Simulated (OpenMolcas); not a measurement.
# triplet SiO: levels of theory compared

Aim: a comparison of 4 runs (UB3LYP/6-31G*, UBHLYP/def2-TZVPPD, UPBE/def2-TZVPPD, ROMP2/def2-TZVPPD) of triplet SiO. 

The results are computed with OpenMolcas 26.06.

2 further runs of the same task are left out: 2 that didn't finish.

## 1. Starting point

SiO: 2 atoms, total charge 0, spin state triplet. SMILES of the parent species: `O=[Si]`. The coordinates come from a PBE0-D4/def2-TZVP relaxation. That shape belongs to the parent species and isn't relaxed for this state.

Bond lengths: O1–Si2 1.509 Å.

## 2. A single-point energy at UB3LYP/6-31G(d) (Cartesian functions) (run 1)

The input, geom.xyz:

```xyz
2

O     -0.640700     0.231500    -0.324000
Si     0.640700    -0.231500     0.324000
```

The input, run.inp:

```
* OSi Kohn-Sham DFT

&GATEWAY
  BasLib=$CurrDir
  Coord=geom.xyz
  Basis=6-31Gs
  Group=NoSym

&SEWARD
  GridInput
  Grid=UltraFine
  End of Grid

&SCF
  UHF
  Spin=3
  KSDFT=B3LYP
  Thresholds=1e-10 1e-07 1e-07 1e-05
  PrOrbitals=1 1
```

The basis set 6-31G* is read from a file made from the Basis Set Exchange's data (not shown).

Run with:

```sh
$ export MOLCAS_MEM=1860
$ pymolcas run.inp > run.log
```

The log of the run:

```text
--- Start Module: gateway ---
[...]
--- Stop Module: gateway /rc=_RC_ALL_IS_WELL_ ---
--- Start Module: seward ---
[...]
      Basis functions           34
--- Stop Module: seward /rc=_RC_ALL_IS_WELL_ ---
--- Start Module: scf ---
[...]
       Convergence after  25 Iterations
[...]
::    Total KS-DFT energy                            -364.5623119857
[...]
      Total spin, S                                     1.0017675430
[...]
      Total electronic charge=   22.000000
      Total            charge=   -0.000000
[...]
      Dipole Moment (debye):
      Origin of the operator (angstrom)=    0.1746   -0.0631    0.0883
                   X=  2.1492E+00               Y= -7.7657E-01               Z=  1.0869E+00           Total=  2.5305E+00
      Quadrupole Moment (debye*angstrom):
[...]
--- Stop Module: scf /rc=_RC_ALL_IS_WELL_ ---
[...]
```

Wall time 7.2 s (1 thread of Arm Neoverse V2, shared host); peak memory 0.37 GiB.

## 3. A single-point energy at UBHLYP/def2-TZVPPD (run 2)

The input, mol.xyz:

```xyz
2

O     -0.640700     0.231500    -0.324000
Si     0.640700    -0.231500     0.324000
```

The input, mol.inp:

```
* OSi Kohn-Sham DFT

&GATEWAY
 BASLIB
 $CurrDir
 COORD
 mol.xyz
 BASIS
 def2-TZVPPD
 GROUP
 NoSym

&SEWARD
 GRIDINPUT
 Grid=UltraFine
 End of Grid

&SCF
 UHF
 SPIN
 3
 KSDFT
 HYB_GGA_XC_BHANDHLYP
 THRESHOLDS
 1e-10 1e-07 1e-07 1e-05
 PRORBITALS
 1 2
```

The basis set def2-TZVPPD is read from a file made from the Basis Set Exchange's data (not shown).

Run with:

```sh
$ export MOLCAS_MEM=1860
$ pymolcas mol.inp > mol.log
```

The log of the run:

```text
--- Start Module: gateway ---
[...]
--- Stop Module: gateway /rc=_RC_ALL_IS_WELL_ ---
--- Start Module: seward ---
[...]
      Basis functions           88
--- Stop Module: seward /rc=_RC_ALL_IS_WELL_ ---
[...]
--- Start Module: scf ---
[...]
       Convergence after  26 Iterations
[...]
::    Total KS-DFT energy                            -364.5772707294
[...]
      Total spin, S                                     1.0048721519
[...]
      Total electronic charge=   22.000000
      Total            charge=   -0.000000
[...]
      Dipole Moment (debye):
      Origin of the operator (angstrom)=    0.1746   -0.0631    0.0883
                   X=  2.2323E+00               Y= -8.0659E-01               Z=  1.1289E+00           Total=  2.6284E+00
      Quadrupole Moment (debye*angstrom):
[...]
--- Stop Module: scf /rc=_RC_ALL_IS_WELL_ ---
[...]
```

Wall time 25 s (1 thread of Arm Neoverse V2, shared host); peak memory 0.48 GiB.

Run 3 isn't shown in full; the table further down has it.

## 4. The energy at ROMP2/def2-TZVPPD (run 4)

geom.xyz is that of step 2.

The input, test.input:

```
>>> EXPORT MOLCAS_PRINT=2

&GATEWAY
 BasLib = $CurrDir
 Coord = geom.xyz
 Basis = def2-TZVPPD
 Group = NoSym

&SEWARD

&SCF
 UHF
 Spin = 3
 Thresholds = 1e-10 1e-07 1e-07 1e-05
 PrOrbitals = 1

&RASSCF
 FileOrb = $Project.UnaOrb
 Spin = 3
 Nactel = 2 0 0
 Inactive = 10
 Ras2 = 2
 OutOrbitals = Canonical
 OrbListing = NoCore

&CASPT2
 IPEA = 0.0
 Frozen = 6
```

The basis set def2-TZVPPD is read from a file made from the Basis Set Exchange's data (not shown).

Run with:

```sh
$ export MOLCAS_MEM=1860
$ pymolcas test.input > test.log
```

The log of the run:

```text
--- Start Module: gateway ---
[...]
--- Stop Module: gateway /rc=_RC_ALL_IS_WELL_ ---
[...]
      Basis functions           88
[...]
       Convergence after  31 Iterations
[...]
::    Total SCF energy                               -363.7141197950
[...]
      Total spin, S                                     1.0091477584
[...]
--- Start Module: rasscf ---
[...]
      Number of active orbitals                  2
[...]
      Spin quantum number                      1.0
[...]
      Active orbitals                            2
[...]
      Number of CSFs                             1
[...]
      Number of root(s) required                 1
[...]
      Convergence after 13 iterations
[...]
      printout of CI-coefficients larger than  0.05 for root  1
      energy=    -363.708556
      conf/sym  11     Coeff  Weight
             1  uu   1.00000 1.00000
      Natural orbitals and occupation numbers for root  1
      sym 1:   1.000000   1.000000
      ************************************************************************************************************************
      *                                                    Final results                                                     *
[...]
::    RASSCF root number  1 Total energy:   -363.70855630
[...]
      Total electronic charge=   22.000000
      Total            charge=   -0.000000
[...]
      Dipole Moment (debye):
      Origin of the operator (angstrom)=    0.1746   -0.0631    0.0883
                   X=  3.3679E+00               Y= -1.2169E+00               Z=  1.7032E+00           Total=  3.9654E+00
      Quadrupole Moment (debye*angstrom):
[...]
--- Stop Module: rasscf /rc=_RC_ALL_IS_WELL_ ---
[...]
--- Start Module: caspt2 ---
[...]
 ###    WARNING: User changed nr of frozen orbitals.                         ###
 ###############################################################################
[...]
      E2 (Variational):          -0.3247588644
      Total energy:            -364.0333151638
[...]
      Reference weight:           0.89043
[...]
::    CASPT2 Root  1     Total energy:   -364.03331516
[...]
--- Stop Module: caspt2 /rc=_RC_ALL_IS_WELL_ ---
[...]
```

Wall time 15 s (1 thread of Arm Neoverse V2, shared host); peak memory 0.48 GiB.

## 5. The series

```
run                                level  Cartesian functions  integration grid  energy (Eh)  dipole moment (D)  HOMO energy (eV)   ⟨S²⟩  wall time
  1  UB3LYP/6-31G* (Cartesian functions)                  yes         UltraFine  -364.562312               2.53             -4.22  2.005      7.2 s
  2                   UBHLYP/def2-TZVPPD                   no         UltraFine  -364.577271               2.63             -5.83  2.015       25 s
  3                     UPBE/def2-TZVPPD                   no         UltraFine  -364.400932               2.25             -3.86  2.005       29 s
  4                    ROMP2/def2-TZVPPD                   no                 –  -364.033315                  –                 –      –       15 s
```

## 6. Results

```
           quantity          value
run 4: total energy  -364.03332 Eh
```

In words: Over runs 1, 2, 3 the dipole moment (its size) runs from 2.25 D (UPBE/def2-TZVPPD) to 2.63 D (UBHLYP/def2-TZVPPD). Totals of different functionals can't be ranked against each other. All runs together took 76 s, the longest 29 s.
